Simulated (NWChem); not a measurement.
The numbers come from NWChem runs, not from measurements. System: C2H, charge 0, spin multiplicity 2, displaced from the optimised geometry. The structure started from a generated list of species. Its SCF solution wasn't tested for a lower state. Level: UPBE/def2-TZVP.

The NWChem input:

```
start mol
memory heap 200 mb stack 900 mb global 1100 mb
geometry units angstroms nocenter noautoz
  C      0.000000     0.000000     0.757203
  C      0.000000     0.000000    -0.491146
  H      0.000000     0.000000    -1.596345
  symmetry group C2v
end
basis spherical
  * library def2-tzvp
end
dft
  xc xpbe96 cpbe96
  odft
  mult 2
  semidirect memsize 60000000 filesize 0
  iterations 100
  vectors input hcore
end
task dft gradient
```

NWChem printed:

```
             Northwest Computational Chemistry Package (NWChem) 7.3.0
             --------------------------------------------------------

                                NWChem Input Module
                                -------------------

 Scaling coordinates for geometry "geometry" by  1.889725989
 (inverse scale =  0.529177249)

 Turning off AUTOSYM since
 SYMMETRY directive was detected!

                             Geometry "geometry" -> ""
                             -------------------------

 Output coordinates in angstroms (scale by  1.889725989 to convert to a.u.)

  No.       Tag          Charge          X              Y              Z
 ---- ---------------- ---------- -------------- -------------- --------------
    1 C                    6.0000     0.00000000     0.00000000     0.75720300
    2 C                    6.0000     0.00000000     0.00000000    -0.49114600
    3 H                    1.0000     0.00000000     0.00000000    -1.59634500

 Effective nuclear repulsion energy (a.u.)      19.4823581080

            Nuclear Dipole moment (a.u.)
            ----------------------------
        X                 Y               Z
 ---------------- ---------------- ----------------
     0.0000000000     0.0000000000    -0.0000056692

      Symmetry information
      --------------------

 Group name             C2v
 Group number             16
 Group order               4
 No. of unique centers     3

      Symmetry unique atoms

     1    2    3


 Summary of "ao basis" -> "" (spherical)
 ------------------------------------------------------------------------------
       Tag                 Description            Shells   Functions and Types
 ---------------- ------------------------------  ------  ---------------------
 *                         def2-tzvp                  on all atoms

  pbe96 is a nonlocal functional; adding pw91lda local functional.

                                 NWChem DFT Module
                                 -----------------

 Summary of "ao basis" -> "ao basis" (spherical)
 ------------------------------------------------------------------------------
       Tag                 Description            Shells   Functions and Types
 ---------------- ------------------------------  ------  ---------------------
 C                         def2-tzvp                11       31   5s3p2d1f
 H                         def2-tzvp                 4        6   3s1p

 Summary of "ao basis" -> "ao basis" (spherical)
 ------------------------------------------------------------------------------
       Tag                 Description            Shells   Functions and Types
 ---------------- ------------------------------  ------  ---------------------
 C                         def2-tzvp                11       31   5s3p2d1f
 H                         def2-tzvp                 4        6   3s1p

      Symmetry analysis of basis
      --------------------------

        a1         32
        a2          6
        b1         15
        b2         15

            General Information
            -------------------
          SCF calculation type: DFT
          Wavefunction type:  spin polarized.
          No. of atoms     :     3
          No. of electrons :    13
           Alpha electrons :     7
            Beta electrons :     6
          Charge           :     0
          Spin multiplicity:     2
          Use of symmetry is: on ; symmetry adaption is: on
          Maximum number of iterations: 100
          AO basis - number of functions:    68
[...]
   alpha     11     12     13     14     15     16     17     18     19     20
    beta     11     14     12     13     15     16     17     18     19     20
 overlap   0.954  0.955  0.992  0.992  0.990  0.991  0.991  0.997  0.997  0.997

   alpha     21     22     23     24     25     26     27     28     29     30
    beta     21     22     23     24     25     26     27     29     28     30
 overlap   0.997  0.988  0.995  0.995  0.997  0.997  0.989  0.995  0.995  0.992

   alpha     31     32     33     34     35     36     37     38     39     40
    beta     31     32     33     34     35     36     37     38     39     40
 overlap   0.994  0.994  0.993  0.995  0.995  0.995  0.990  0.991  1.000  1.000

   alpha     41     42     43     44     45     46     47     48     49     50
    beta     41     42     45     43     44     46     47     48     49     50
 overlap   0.999  0.999  0.998  0.997  0.997  0.997  0.997  0.998  0.997  0.997

   alpha     51     52     53     54     55     56     57     58     59     60
    beta     51     52     56     55     53     54     57     58     59     61
 overlap   0.906  0.906  0.991  0.991  0.906  0.906  0.994  0.998  0.998  0.993

   alpha     61     62     63     64     65     66     67     68
    beta     60     62     63     64     65     66     67     68
 overlap   0.993  0.996  1.000  1.000  0.999  0.999  1.000  1.000

     --------------------------
     Expectation value of S2:
     --------------------------
      <S2> =      0.7769 (Exact =     0.7500)

 center of mass
 --------------
 x =   0.00000000 y =   0.00000000 z =   0.11968406

 moments of inertia (a.u.)
 ------------------
          43.720239434754           0.000000000000           0.000000000000
           0.000000000000          43.720239434754           0.000000000000
           0.000000000000           0.000000000000           0.000000000000

     Multipole analysis of the density
     ---------------------------------

     L   x y z        total         alpha         beta         nuclear
     -   - - -        -----         -----         ----         -------
     0   0 0 0     -0.000000     -7.000000     -6.000000     13.000000

     1   1 0 0     -0.000000     -0.000000     -0.000000      0.000000
     1   0 1 0     -0.000000     -0.000000     -0.000000      0.000000
     1   0 0 1     -0.338050     -1.457329      1.119285     -0.000006

     2   2 0 0     -9.699072     -5.178188     -4.520884      0.000000
     2   1 1 0     -0.000000     -0.000000     -0.000000      0.000000
     2   1 0 1      0.000000     -0.000000      0.000000      0.000000
     2   0 2 0     -9.699072     -5.178188     -4.520884      0.000000
     2   0 1 1      0.000000     -0.000000      0.000000      0.000000
     2   0 0 2     -6.002664    -19.397586    -13.158805     26.553727

            General Information
            -------------------
          SCF calculation type: DFT
          Wavefunction type:  spin polarized.
          No. of atoms     :     3
          No. of electrons :    13
           Alpha electrons :     7
            Beta electrons :     6
          Charge           :     0
          Spin multiplicity:     2
          Use of symmetry is: on ; symmetry adaption is: on
          Maximum number of iterations: 100
          AO basis - number of functions:    68
                     number of shells:    26
          Convergence on energy requested:  1.00D-06
          Convergence on density requested:  1.00D-05
          Convergence on gradient requested:  5.00D-04

              XC Information
              --------------
          PerdewBurkeErnzerhof Exchange Functional  1.000
            Perdew 1991 LDA Correlation Functional  1.000 local
           PerdewBurkeErnz. Correlation Functional  1.000 non-local

             Grid Information
             ----------------
          Grid used for XC integration:  medium
          Radial quadrature: Mura-Knowles
          Angular quadrature: Lebedev.
          Tag              B.-S. Rad. Rad. Pts. Rad. Cut. Ang. Pts.
          ---              ---------- --------- --------- ---------
          C                   0.70       49           8.0       434
          H                   0.35       45           8.0       434
          Grid pruning is: on
          Number of quadrature shells:   143
          Spatial weights used:  Erf1

          Convergence Information
          -----------------------
          Convergence aids based upon iterative change in
          total energy or number of iterations.
          Levelshifting, if invoked, occurs when the
          HOMO/LUMO gap drops below (HL_TOL):  1.00D-02
          DIIS, if invoked, will attempt to extrapolate
          using up to (NFOCK): 10 stored Fock matrices.

                    Damping( 0%)  Levelshifting(0.5)       DIIS
                  --------------- ------------------- ---------------
          dE  on:    start            ASAP                start
          dE off:    2 iters        100 iters           100 iters

      Screening Tolerance Information
      -------------------------------
          Density screening/tol_rho:  1.00D-10
          AO Gaussian exp screening on grid/accAOfunc:  14
          CD Gaussian exp screening on grid/accCDfunc:  20
          XC Gaussian exp screening on grid/accXCfunc:  20
          Schwarz screening/accCoul:  1.00D-08

                            NWChem DFT Gradient Module
                            --------------------------

  charge          =   0.00
  wavefunction    = open shell

  Using symmetry

                         DFT ENERGY GRADIENTS

    atom               coordinates                        gradient
                 x          y          z           x          y          z
   1 C       0.000000   0.000000   1.430906    0.000000   0.000000   0.062663
   2 C       0.000000   0.000000  -0.928131    0.000000   0.000000  -0.041611
   3 H       0.000000   0.000000  -3.016655    0.000000   0.000000  -0.021052

                 ----------------------------------------
                 |  Time  |  1-e(secs)   |  2-e(secs)   |
                 ----------------------------------------
                 |  CPU   |       0.00   |       1.01   |
                 ----------------------------------------
                 |  WALL  |       0.00   |       1.01   |
                 ----------------------------------------

 Task  times  cpu:        2.4s     wall:        2.4s

 Total times  cpu:        2.4s     wall:        2.4s
```
